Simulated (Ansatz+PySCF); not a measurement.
## singlet B₂H₆: levels of theory in one basis

```yaml
atoms:
  - { symbol: B, position_ang: [0.0092, 0.0040, 0.8812] }
  - { symbol: B, position_ang: [-0.0043, -0.0089, -0.8822] }
  - { symbol: H, position_ang: [0.9850, 0.0054, 0.0009] }
  - { symbol: H, position_ang: [-0.9998, -0.0043, -0.0063] }
  - { symbol: H, position_ang: [0.0015, 1.0521, 1.4766] }
  - { symbol: H, position_ang: [0.0064, -1.0510, 1.4590] }
  - { symbol: H, position_ang: [0.0017, 1.0545, -1.4573] }
  - { symbol: H, position_ang: [0.0092, -1.0518, -1.4627] }
```

Basis set: def2-SVP (spherical functions). Left uncorrelated: 2 orbitals. Charge 0, multiplicity 1.

Computed with Ansatz (development build ahead of 0.2.0); each method stands on the lowest determinant of its kind that the runs found.

```
     method  E − E(RHF) (eV)  <S²> of the determinant
        RHF             0.00                     0.00
   RHF-CCSD            -7.01                        –
RHF-CCSD(T)            -7.18                        –
```

Problem. What does RHF-MP2 give on the same scale?

Solution. -5.89 eV.

Problem. Is a single determinant a sound starting point here?

Solution. By this sign, yes. Unrestricted orbitals gain 0.00 eV and <S²> is 0.00 against 0.00 for a pure state.
